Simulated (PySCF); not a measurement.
## Working out the electron affinity of Li

Li⁻ [He] 2s2 (1S) → Li [He] 2s1 (2S). Computed with PySCF 2.14 in aug-cc-pCVDZ (5s4p2d, 27 functions), with no relativity, point nucleus. Frozen: nothing. Energies in hartree (1 hartree = 27.21139 eV):

```
             part  Li⁻ (lower)  Li (upper)
              UHF    -7.427825   -7.432446
MP2 opposite-spin    -0.045050   -0.028838
    MP2 same-spin    -0.000230   -0.000198
```

What does Hartree-Fock give?

(-7.432446) − (-7.427825) = -0.004621 hartree = -0.126 eV.

What do MP2 and SCS-MP2 (6/5 opposite-spin, 1/3 same-spin) give?

The opposite-spin parts differ by 0.441 eV and the same-spin parts by 0.001 eV. MP2: -0.126 + (0.441) + (0.001) = 0.316 eV. SCS-MP2: -0.126 + 1.2 × (0.441) + (0.001)/3 = 0.404 eV.

A first-order spin-orbit estimate adds 0.000 eV to MP2 (valence and next inner shell), giving 0.316 eV against 0.618 eV (measured; photodetachment measurements, as compiled on the Wikipedia data page of electron affinities).

A double-zeta basis recovers only part of the correlation energy.

What remains against the reference includes basis incompleteness and correlation beyond second order.
